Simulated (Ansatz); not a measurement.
# AlH3NO: the cost of one run

Method: UHF/def2-SVP, in Ansatz 0.2.0.

## (1) The structure to begin with

Bond lengths: N1–Al2 1.850 Å, Al2–O3 1.810 Å, N1–H4 1.010 Å, N1–H5 1.094 Å, O3–H6 1.018 Å. Angles: N1–Al2–O3 118.9°, Al2–N1–H4 107.2°, Al2–N1–H5 108.2°, H4–N1–H5 102.7°, Al2–O3–H6 105.1°.

As a file:

```xyz
6

N    -1.1030    0.1389   -0.4632
Al    0.6936   -0.2897   -0.3672
O     1.4035   -0.7286    1.2394
H    -1.5172   -0.4620   -1.1614
H    -1.1945    1.1312   -0.9140
H     1.7596    0.1461    1.6202
```

## (2) End point A

input.yaml

```yaml
crystal:
  periodic: [false, false, false]
  atoms:
    - { symbol: "N", position_ang: [-1.103, 0.1389, -0.4632] }
    - { symbol: Al, position_ang: [0.6936, -0.2897, -0.3672] }
    - { symbol: O, position_ang: [1.4035, -0.7286, 1.2394] }
    - { symbol: H, position_ang: [-1.5172, -0.462, -1.1614] }
    - { symbol: H, position_ang: [-1.1945, 1.1312, -0.914] }
    - { symbol: H, position_ang: [1.7596, 0.1461, 1.6202] }
magnetization:
  spin_polarized: true
  initial_magnetization: 1
basis:
  gaussian: { orbitals: def2-SVP }
hamiltonian:
  xc: hf
relax:
  f_tol: 0.02
  max_steps: 50
```

Started as:

```
$ ansatz run input.yaml --threads 1 --pin off --max-ram 2048MiB --backend cpu --events-out ev --progress --plain --runs-dir out
```

Q: Estimate wall time and peak memory on 1 thread of Arm Neoverse V2, shared host.

About 13 s, with a peak of 0.11 GiB.
